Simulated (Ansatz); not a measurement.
# AlBH2: the cost of one run

Computed with Ansatz 0.2.0, Gaussian basis. Level: def2-QZVPP, all electrons in the functionals, frozen cores in the correlation of double hybrids and RPA.

To be run: wB97M-V, B2PLYP, at charge 0, triplet; charge 0, singlet; charge 0, quintet; charge 1, doublet; charge 1, quartet.

2 further runs of the same task are left out: 2 set aside as unsound or not needed.

## 1. The system

The geometry is a PBE0/def2-TZVP stationary point (not a proven minimum).

4 atoms, charge 0, spin multiplicity 3.

Atoms are counted from 1 here; the program's logs count them from 0.

Bond lengths: B1–Al2 1.909 Å, B1–H3 1.183 Å, Al2–H4 1.571 Å. Angles: Al2–B1–H3 180.0°, B1–Al2–H4 180.0°.

No dispersion term is added; wB97M-V holds VV10 nonlocal correlation.

The geometry shown and the zero of energy belong to the point charge 0, triplet. The yardstick, UCCSD(T), and other wave-function levels (R restricted, U unrestricted, valence and pair active spaces) come from earlier runs.

## 2. wB97M-V, charge 0, triplet

Input file in.yaml:

```yaml
crystal:
  periodic: [false, false, false]
  atoms:
    - {symbol: B, position_ang: [0.000000, 0.000000, 1.051329]}
    - {symbol: Al, position_ang: [0.000000, 0.000000, -0.857484]}
    - {symbol: H, position_ang: [0.000000, 0.000000, 2.234417]}
    - {symbol: H, position_ang: [0.000000, 0.000000, -2.428262]}
basis:
  gaussian: {orbitals: "def2-QZVPP.json"}
magnetization: {spin_polarized: true, initial_magnetization: 2}
hamiltonian: {xc: {name: wB97M-V}}
output: {orbitals: {seedname: orbitals}}
```

Started as:

```console
$ ansatz run in.yaml --threads 1 --pin off --events-out ev --progress --plain --max-ram 2393MiB
```

Q: Estimate wall time and peak memory on 1 thread of Arm Neoverse N1, shared host.

About 22 s, with a peak of 0.43 GiB.
